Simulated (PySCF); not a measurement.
CHN, SMILES [C-]#[NH+] (connectivity only; charge and spin as stated), charge +1, multiplicity 2.

Coordinates come from a B3LYP-D3(BJ)/def2-TZVPD optimisation. The multiplicity is an assumed one; other spin states were not compared.

Method: CAM-B3LYP/def2-TZVPD (PySCF).

```json
{
  "total_energy": "-92.94849 hartree",
  "point_group": "C∞v",
  "α spin, highest occupied and lowest empty level": "-22.00 and -7.72 eV",
  "β spin, highest occupied and lowest empty level": "-21.79 and -13.56 eV",
  "dipole_moment_about_the_centre_of_nuclear_charge": "0.076 e·Å",
  "mean_static_polarisability": "11.8 bohr³ (1.75 Å³)",
  "polarisability_principal_values": "9.8, 9.8, 15.8 bohr³",
  "⟨S²⟩": "0.775 (pure state 0.75)"
}
```
